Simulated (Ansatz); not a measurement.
# C3H2FN, SMILES C=C(F)C#N: a rigid torsion scan

With the Python package of Ansatz (0.2.0).

Notebook, run cell by cell (the value of a cell's last expression is shown):

**Cell 1**
```python
import ansatz as az
from ase import Atoms
```

**Cell 2**
```python
atoms = Atoms(["C", "C", "F", "C", "N", "H", "H"], positions=[
    [-0.8187, -0.4942, 0.4417],
    [0.1391, 0.3966, 0.1654],
    [0.2286, 1.5072, 0.9296],
    [1.0705, 0.2312, -0.8966],
    [1.8234, 0.0812, -1.7676],
    [-1.5031, -0.3178, 1.2643],
    [-0.9398, -1.4043, -0.1366],
])
```

**Cell 3**
```python
first = (
    az.Crystal.molecule_from_ase(atoms).calculation()
    .basis(gaussian="def2-SVP")
    .functional("cam_b3lyp")
    .relax(force_tolerance=0.02, max_steps=80)
)
atoms.positions = first.run().report["positions_ang"]
```

**Cell 4**
```python
start = atoms.get_dihedral(2, 1, 0, 5)
energies = {}
for turn in range(0, 360, 30):
    turned = atoms.copy()
    turned.set_dihedral(2, 1, 0, 5, start + turn, indices=[0, 5, 6])
    setup = (
        az.Crystal.molecule_from_ase(turned).calculation()
        .basis(gaussian="def2-SVP")
        .functional("cam_b3lyp")
    )
    energies[round((start + turn) % 360)] = setup.run().report["free_energy_ev"]
floor = min(energies.values())
print("dihedral F2-C1-C0-H5 (deg)   E - E(min) (kJ/mol)")
for angle, e in sorted(energies.items()):
    print(f"{angle:8d} {96.485332 * (e - floor):14.3f}  " + "#" * int(30 * (e - floor) / max(max(energies.values()) - floor, 1e-9)))
```
Output:
```text
dihedral F2-C1-C0-H5 (deg)   E - E(min) (kJ/mol)
       0          0.000
      30         44.676  ###
      60        173.686  ##############
      90        366.147  ##############################
     120        173.695  ##############
     150         44.698  ###
     180          0.024
     210         44.701  ###
     240        173.702  ##############
     270        366.146  #############################
     300        173.683  ##############
     330         44.678  ###
```

The scan is rigid and the energies are electronic, in a modest basis. With rigid groups the curve can differ much from the relaxed path, the start wasn't checked as a minimum of this torsion, and equivalent turns needn't return to the same energy. Timing: 36 s on 1 thread of Intel(R) Xeon(R) Processor @ 2.30GHz (shared host), peak memory 0.29 GiB.
